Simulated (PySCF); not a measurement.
## What each rung costs and misses: atomization of ClF, singlet

Geometry (MP2(full)/6-31G*, from the G2/97 set):

```xyz
2

F     0.0000    0.0000    0.0000
Cl    0.0000    0.0000    1.6591
```

Measured, as an electronic atomization energy: 61.3 kcal/mol (G2/97 heats of formation of molecule and atoms, with zero-point and thermal terms from B3LYP taken off; Curtiss et al., J. Chem. Phys. 106, 1063 (1997), Staroverov et al., J. Chem. Phys. 119, 12129 (2003)). The measured value holds scalar relativity and spin–orbit coupling, which all computed ones lack, and core correlation, which the wave-function levels lack. Atoms are taken at the same level; beside RHF, RMP2 and RCC rows they are unrestricted. (Q) wasn't run for open shells, so the atoms' step beyond CCSDT comes from their full CI. PySCF 2.14.0; the 6-31G* set has Cartesian d functions; a miss is computed less measured; times are wall times on shared hosts and scatter by a factor of two or so; they hold the correlated step alone (with one SCF for RCCSD(T)), and functionals start from a converged Hartree–Fock density. B3LYP has the VWN-RPA form, and B2PLYP's MP2 part freezes the cores. A small miss in a small set is a cancellation of the method's error against the basis error.

```tsv
level	basis	miss (kcal/mol)	time of the run	hardware
full CI	STO-3G	-27.8	0.01 s	1 CPU thread
RCCSD	STO-3G	-27.8	0.1 s	1 CPU thread
PBE0	STO-3G	-4.0	0.31 s	1 CPU thread
PBE	STO-3G	9.3	0.34 s	1 CPU thread
RCCSD(T)	cc-pV(D+d)Z	-16.9	0.44 s	1 CPU thread
RCCSDT(Q)	STO-3G	-27.8	0.49 s	1 CPU thread
RCCSDT	STO-3G	-27.8	0.49 s	1 CPU thread
B2PLYP	6-31G	-29.0	0.5 s	1 CPU thread
r2SCAN	STO-3G	-2.1	0.51 s	1 CPU thread
PBE	6-31G	-11.9	0.6 s	1 CPU thread
PBE0	6-31G*	-4.6	0.83 s	1 CPU thread
PBE	6-31G*	7.5	0.9 s	1 CPU thread
PBE0	cc-pV(D+d)Z	-6.5	0.99 s	1 CPU thread
PBE	cc-pV(D+d)Z	6.3	1.1 s	1 CPU thread
SPW92	cc-pV(T+d)Z	32.7	1.4 s	1 CPU thread
r2SCAN	6-31G*	-2.7	1.5 s	1 CPU thread
RCCSDT(Q)	6-31G	-35.7	1.6 s	1 CPU thread
BHLYP	cc-pV(T+d)Z	-15.7	2.1 s	1 CPU thread
B3LYP	cc-pV(T+d)Z	-1.4	2.1 s	1 CPU thread
B2PLYP	cc-pV(T+d)Z	-2.7	2.1 s	1 CPU thread
PBE	cc-pV(T+d)Z	10.5	2.2 s	1 CPU thread
wB97X-V	STO-3G	-2.6	2.5 s	1 CPU thread
B97M-V	STO-3G	2.3	2.6 s	1 CPU thread
wB97M-V	STO-3G	1.8	2.6 s	1 CPU thread
CAM-B3LYP	cc-pV(T+d)Z	-1.1	3.8 s	1 CPU thread
wB97X-V	6-31G	-24.0	3.9 s	1 CPU thread
RCCSD(T)	cc-pV(T+d)Z	-5.5	4.1 s	1 CPU thread
wB97M-V	6-31G	-21.7	4.2 s	1 CPU thread
HSE06	cc-pV(T+d)Z	-2.0	4.6 s	1 CPU thread
wB97M-V	cc-pV(D+d)Z	-3.0	5.6 s	1 CPU thread
B97M-V	cc-pV(T+d)Z	0.1	7.6 s	1 CPU thread
wB97X-V	cc-pV(T+d)Z	0.1	8.3 s	1 CPU thread
B3LYP	cc-pV(Q+d)Z	-0.6	14 s	1 CPU thread
B2PLYP	cc-pV(Q+d)Z	-0.9	20 s	1 CPU thread
r2SCAN	cc-pV(Q+d)Z	0.8	21 s	1 CPU thread
B97M-V	cc-pV(Q+d)Z	0.9	26 s	1 CPU thread
wB97X-V	cc-pV(Q+d)Z	0.9	32 s	1 CPU thread
wB97M-V	cc-pV(Q+d)Z	2.1	38 s	1 CPU thread
RCCSDT(Q)	cc-pV(D+d)Z	-16.4	47 s	1 CPU thread
RCCSD(T)	cc-pV(Q+d)Z	-1.7	49 s	1 CPU thread
```

The smallest set from which on each level stays within 1 kcal/mol of its own cc-pV(Q+d)Z value (sets in order of size: STO-3G, 6-31G, 6-31G*, cc-pV(D+d)Z, cc-pV(T+d)Z, cc-pV(Q+d)Z): RHF none (cc-pV(T+d)Z is 1.0 kcal/mol off); PBE cc-pV(T+d)Z; r2SCAN cc-pV(T+d)Z; B3LYP cc-pV(T+d)Z; wB97M-V cc-pV(T+d)Z; B2PLYP none (cc-pV(T+d)Z is 1.9 kcal/mol off); RMP2 none (cc-pV(T+d)Z is 4.1 kcal/mol off); RCCSD(T) none (cc-pV(T+d)Z is 3.8 kcal/mol off).
